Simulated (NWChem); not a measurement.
# SOF2 (thionyl fluoride): B3LYP/MINI

Aim: the vertical ionisation energy of SOF2 (thionyl fluoride) at B3LYP/MINI, from 2 runs. 

Program for the calculation: NWChem 7.3.0.

## 1. The system as given

SOF2: 4 atoms, total charge 0, spin state singlet. SMILES: `O=S(F)F`. Geometry: relaxed at PBE0-D4/def2-TZVP.

Bond lengths: O1–S2 1.419 Å, S2–F3 1.588 Å, S2–F4 1.588 Å. Angles: O1–S2–F3 106.5°, O1–S2–F4 106.4°, F3–S2–F4 93.0°.

## 2. A single-point energy at B3LYP/MINI

f2os.xyz

```xyz
4

O      0.932400     0.066600    -1.017800
S     -0.151300    -0.426200    -0.245700
F     -1.124400     0.804200     0.000400
F      0.343300    -0.444600     1.263100
```

f2os.nw

```
start f2os
memory total 2200 mb

geometry noautosym nocenter noautoz
load f2os.xyz
end

basis spherical bse
O library MINI
S library MINI
F library MINI
end

dft
xc b3lyp
grid fine
convergence energy 1e-08
maxiter 100
mulliken
noprint "final vectors analysis"
end

task dft energy
```

Command:

```console
nwchem f2os.nw > f2os.out
```

Standard output (excerpt; [...] marks lines left out):

```text
[...]
          Wavefunction type:  closed shell.
          No. of atoms     :     4
          No. of electrons :    42
[...]
          Charge           :     0
          Spin multiplicity:     1
[...]
          AO basis - number of functions:    24
[...]
              XC Information
              --------------
                         B3LYP Method XC Potential
                     Hartree-Fock (Exact) Exchange  0.200
                        Slater Exchange Functional  0.800 local
                    Becke 1988 Exchange Functional  0.720 non-local
              Lee-Yang-Parr Correlation Functional  0.810
                  VWN I RPA Correlation Functional  0.190 local
[...]
 d= 0,ls=0.0,diis     1   -668.8516690577 -8.63D+02  1.26D-01  9.13D-01     0.4
[...]
 d= 0,ls=0.0,diis     8   -669.0531743713  5.17D-10  4.31D-06  5.33D-09     1.6
         Total DFT energy =     -669.053174371293
      One electron energy =    -1310.067881662341
           Coulomb energy =      502.389037527902
    Exchange-Corr. energy =      -55.303861416854
 Nuclear repulsion energy =      193.929531180000
[...]
      Total Density - Mulliken Population Analysis
     ---------------------------------------------
    Atom       Charge   Shell Charges
 -----------   ------   -------------------------------------------------------
    1 O    8     8.58   2.00  1.96  4.62
    2 S   16    14.75   2.00  2.00  1.70  5.96  3.09
    3 F    9     9.34   2.00  1.98  5.36
    4 F    9     9.34   2.00  1.98  5.36
[...]
```

Run time: 2.3 s. Hardware: 1 thread of AMD EPYC 7R43 (Zen 3), shared host; peak memory 0.11 GiB.

## 3. The doublet cation, same level

struct.nw

```
start struct
title "F2OS energy"
memory 2200 mb
charge 1

geometry units angstrom noautosym nocenter noautoz
  O     0.932400    0.066600   -1.017800
  S    -0.151300   -0.426200   -0.245700
  F    -1.124400    0.804200    0.000400
  F     0.343300   -0.444600    1.263100
end

basis spherical bse
  * library MINI
end

dft
  xc b3lyp
  mult 2
  grid fine
  convergence energy 1e-08
  maxiter 100
  mulliken
  print low
end

task dft energy
```

Command:

```console
nwchem struct.nw > struct.out
```

Standard output (excerpt; [...] marks lines left out):

```text
[...]
 d= 0,ls=0.0,diis     1   -668.3623890046 -8.62D+02  5.29D-02  2.12D-01     0.7
[...]
 d= 0,ls=0.0,diis    13   -668.6006521191 -2.15D-10  1.92D-07  9.18D-12     4.8
[...]
         Total DFT energy =     -668.600652119110
      One electron energy =    -1293.677033586928
           Coulomb energy =      485.722479615881
    Exchange-Corr. energy =      -54.575629328063
 Nuclear repulsion energy =      193.929531180000
[...]
      Total Density - Mulliken Population Analysis
     ---------------------------------------------
    Atom       Charge   Shell Charges
 -----------   ------   -------------------------------------------------------
    1 O    8     8.27   2.00  1.98  4.29
    2 S   16    14.40   2.00  2.00  1.64  5.96  2.80
    3 F    9     9.16   2.00  1.99  5.17
    4 F    9     9.16   2.00  1.99  5.17
[...]
      <S2> =      0.7604 (Exact =     0.7500)
[...]
```

Wall time 5.7 s (1 thread of AMD EPYC 7R43 (Zen 3), shared host); peak memory 0.11 GiB.

## 4. Outcome

Level: B3LYP/MINI.

| quantity | value |
| --- | --- |
| singlet SOF2: total energy | -669.05317 Eh |
| singlet SOF2: dipole moment | 1.86 D |
| doublet cation: total energy | -668.60065 Eh |
| doublet cation: ⟨S²⟩ | 0.760 |
| vertical ionisation energy (to the doublet cation) | 12.314 eV |

In words: Removing an electron at fixed nuclei costs 12.31 eV (1188 kJ/mol). In a minimal basis such a difference can be off by several eV, whatever the method. Mulliken charges (singlet SOF2) run from -0.58 on O1 to +1.25 on S2; they depend strongly on the basis.
